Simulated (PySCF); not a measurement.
**OF and its ions**

r²SCAN; basis O def2-SVP, F def2-SVP; no relativity; PySCF 2.14. Neutral (UKS): doublet (π ↑), Re = 1.344 Å, ωe = 1115 cm⁻¹, De = 2.57 eV, HOMO -7.23 eV, LUMO -5.59 eV.

OF⁺ (UKS): triplet (π ↑↑), Re = 1.226 Å, ωe = 1395 cm⁻¹, De = 3.63 eV to O⁺ + F. The energies at the minima are -174.65672 hartree for OF and -174.19417 for OF⁺.

**Question.** Work out the adiabatic ionisation energy, without and with harmonic zero-point energies (1 hartree = 27.2114 eV, 1 eV = 8065.5 cm⁻¹), and the change of the bond length.

**Answer.** At r²SCAN: 0.46255 hartree = 12.587 eV between the minima; the zero-point term (1395.0 − 1115.0)/2 cm⁻¹ = +0.017 eV makes it 12.604 eV. Re changes by -11.8 pm against the neutral. The electron leaves a π orbital, and the shorter bond of the ion fits an antibonding orbital, or a change in how ionic the bond is.

For an ion De counts to the pair picked by the measured ionisation energies or electron affinities, which need not be the lowest pair at this level. States were picked by a PBE0 search and need not be the measured ground states.
